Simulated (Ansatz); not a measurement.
Basis sets compared for the cluster Na₃⁻ (the lowest singlet isomer of a short search). Charge -1, multiplicity 1. Geometry PBE0/def2-TZVPD. Ansatz on 4 threads of Arm Neoverse V1 on a shared host; times are rough, and most runs start from earlier orbitals.

```xyz
3

Na    0.001    0.000    0.000
Na    1.278    3.138   -0.559
Na   -1.280   -3.138    0.559
```

At PBE/def2-SVPD, PBE/def2-TZVPD the highest occupied level of the charge -1 singlet lies above zero (up to 0.30 eV). By energy differences its removal costs 1.17 eV (vertical, to the charge 0 doublet, at CCSD(T)/def2-TZVPPD). The structure comes from a short search, and lower isomers may exist.

```csv
level,functions,energy (Eh),HOMO (eV),LUMO (eV),wall time
PBE/def2-SVPD,54,-486.3815,0.30,1.13,0.5 s
PBE0/def2-SVPD,54,-486.4225,-0.10,1.46,0.75 s
```

**Question.** Estimate the rows for PBE/def2-TZVPD, PBE0/def2-TZVPD.

**Answer.** 
```json
{"level": "PBE/def2-TZVPD", "functions": "105", "energy (Eh)": "-486.5617", "HOMO (eV)": "0.26", "LUMO (eV)": "1.08", "wall time": "0.8 s"}
{"level": "PBE0/def2-TZVPD", "functions": "105", "energy (Eh)": "-486.6009", "HOMO (eV)": "-0.14", "LUMO (eV)": "1.40", "wall time": "1.1 s"}
```
